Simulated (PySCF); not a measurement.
# Core-level binding energies of `C#CC(=O)[O-]`

Compound: C3HO2 (charge -1).
Structure used (PBE0-D3(BJ)/def2-SVP), in Å, numbered top down from 1:
```
atom  x, y, z in Å
C1     1.5430   -0.0705    0.3894
C2     0.3425   -0.0162    0.1780
C3    -1.1594    0.0545   -0.0805
O4    -1.8327   -0.7123    0.6232
O5    -1.4858    0.8682   -0.9567
H6     2.5987   -0.1197    0.5764
```

Theory: delta-SCF UKS SCAN, pcX-2 on the ionised atom, pcseg-1 elsewhere, spin-free X2C (PySCF 2.14.0). Each binding energy is the total energy of the core-ionised species, with the hole localised on one atom, minus that of the ground state; both are solved self-consistently, so orbital relaxation is included.

Task: What binding energy does each computed site have?

Result: 
```csv
atom(s),environment,level,binding energy (eV),above the level's lowest (eV),count
C1,terminal alkyne carbon,C 1s,285.51,0.00,1
C2,alkyne carbon,C 1s,285.86,+0.35,1
C3,carboxylate carbon,C 1s,288.83,+3.32,1
O4/O5,carboxylate oxygen,O 1s,531.13,0.00,2
```

The listed C 1s values span 3.32 eV, from C1 (bonded to C (triple bond) and H) to C3 (bonded to 2 O and C). The widest gap between neighbouring values is 2.97 eV, between 285.86 and 288.83 eV.

Task: Which photon wavelength matches the C 1s of C1 threshold?

Result: λ = hc/E = 12398.42 eV Å / 285.51 eV = 43.426 Å.

Task: Which effective nuclear charge Zeff reproduces each element's mean 1s value in the hydrogen-like formula E = 13.606 eV × Zeff²?

Result: C (Z = 6): mean 286.7 eV, Zeff = 4.59, Z − Zeff = 1.41; O (Z = 8): mean 531.1 eV, Zeff = 6.25, Z − Zeff = 1.75. Means run over the listed sites, weighted by atom count.

The first atom of each set that the bonding makes equivalent was ionised and stands for the set. The unrestricted hole states depart most from a pure doublet (⟨S²⟩ = 0.75; over 0.85 named) for C 1s of C2 (0.88), which makes this value less certain. The species carries charge -1, so core ionisation leaves a neutral species. The basis sets have no added diffuse functions. Isolated species at its PBE0-D3(BJ)/def2-SVP geometry, gas phase. The geometry's basis has no diffuse functions, a weakness for an anion.
